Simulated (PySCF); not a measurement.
Compound: C5H10O (charge +1 and doublet state).
Cartesian coordinates in Å at the GFN2-xTB level; atoms count from 1:
```
atom  x, y, z in Å
C1     2.5172   -0.0096    0.0160
C2     1.1578    0.1864   -0.6054
C3     0.0439   -0.0394    0.4333
O4     0.1719    0.0639    1.5966
C5    -1.2753   -0.4143   -0.2718
C6    -2.4421    0.2055    0.4545
H7     2.6876   -1.0353    0.3407
H8     3.2588    0.1935   -0.7638
H9     2.6857    0.6617    0.8543
H10    1.0033    1.2251   -0.9209
H11    1.0067   -0.4676   -1.4650
H12   -1.2909   -1.5085   -0.1963
H13   -1.2542   -0.1290   -1.3229
H14   -3.3530   -0.1097   -0.0656
H15   -2.4356    1.2948    0.4105
H16   -2.4894   -0.1086    1.4944
```

The hyperfine couplings belong to this conformer and change with its torsions.

As a line formula: `CCC(=[O+])CC` [radical] (charge +1).

Computed, not measured: UKS B3LYP, pcH-1 on C H O, non-relativistic, mean-field spin-orbit, GIAO (PySCF 2.14.0). Isolated species at its GFN2-xTB geometry (one conformer only). Couplings are sensitive to structure, and on GFN2-xTB geometries they can be far from those on DFT ones, by a factor of two or more for some ions and for spin on atoms past the first row. The SCF solution wasn't tested for stability.

Break the g tensor into its mass correction, gauge correction and orbital-Zeeman/spin–orbit terms.

```csv
Δg (ppt),1,2,3
relativistic mass correction,-0.26,-0.26,-0.26
gauge correction,0.03,0.00,0.03
orbital Zeeman/spin–orbit,-1.38,0.26,6.29
total,-1.60,0.01,6.07
```

So g = 2.00072, 2.00232, 2.00838 and g_iso = 2.00381; the tensor is rhombic: the two nearest values differ by 21 % of g3 − g1. Axes: g1 points within 3° of the C3–O4 bond and g3 points within 14° of the C2–H10 bond.

What effective moment and Curie constant follow for a powder?

With the mean of g² = 4.0153 and S(S+1) = 0.75: μ_eff = √(⟨g²⟩S(S+1)) = 1.735 μB and χT = 0.12505·⟨g²⟩·S(S+1) = 0.377 cm³ K/mol (cgs; spin-Hamiltonian part alone).

What are the electron Larmor frequencies g μB B/h along the three axes at 350 mT?

9.8009, 9.8088, 9.8384 GHz for g1, g2 and g3, a range of 37.6 MHz.

In a frozen sample, at which fields do the three g values resonate at 9.5, 34, 94 and 263 GHz (hyperfine left aside), and which band first spreads them over more than twice a line width of 0.5 mT?

| band | GHz | B(g3) mT | B(g2) mT | B(g1) mT | spread mT |
| --- | --- | --- | --- | --- | --- |
| X | 9.5 | 337.96 | 338.98 | 339.26 | 1.30 |
| Q | 34.0 | 1209.54 | 1213.20 | 1214.18 | 4.64 |
| W | 94.0 | 3344.02 | 3354.15 | 3356.84 | 12.82 |
| J | 263.0 | 9356.15 | 9384.47 | 9392.02 | 35.86 |

The spread grows in proportion to the frequency. X band is the first where it exceeds 1.0 mT.

Largest spin populations (Mulliken): O4 (+0.55), C5 (+0.19) and C2 (+0.18). Three atoms exceed +0.15.

The HOMO–LUMO gaps are 6.86 eV among the α and 3.51 eV among the β orbitals.
